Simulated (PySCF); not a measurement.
A GIAO shielding run with PySCF 2.14.0 with density-fitted response routines (density fitting, non-relativistic, gas phase) on `CCC1CC1`, C5H10:

```
{"job": {"kind": "nmr", "xc": "PBE0", "basis": "pcSseg-1"}, "charge": 0, "multiplicity": 1}
C     -1.955568    -0.330308     0.211489
C     -0.821039     0.610482    -0.183899
C      0.441003    -0.153834    -0.507465
C      1.364743    -0.568918     0.597205
C      1.779907     0.502818    -0.365293
H     -2.853410     0.232059     0.457188
H     -2.189593    -1.009855    -0.604993
H     -1.668970    -0.922899     1.077311
H     -1.123067     1.200138    -1.054016
H     -0.622887     1.305083     0.635086
H      0.324910    -0.849632    -1.330355
H      1.847990    -1.532356     0.537281
H      1.114583    -0.272595     1.604928
H      2.547785     0.277146    -1.089516
H      1.809198     1.520660    -0.006863
```

Hardware: 1 thread of an Arm Neoverse V1, shared host. The job also computes population analyses, field gradients, ring-centre shieldings.

(1) How large is the calculation?

(2) How long does it take?

(3) And these other runs on the same molecule and hardware: spin–spin coupling at B3LYP/pcJ-1?

Answers

(1) 40 electrons, 135 basis functions and 695 auxiliary functions.

(2) 16 s of wall time, with 12 SCF cycles and 4 response iterations. Times on a shared host scatter by some tens of per cent.

(3) B3LYP/pcJ-1: 235 functions, 75 s.
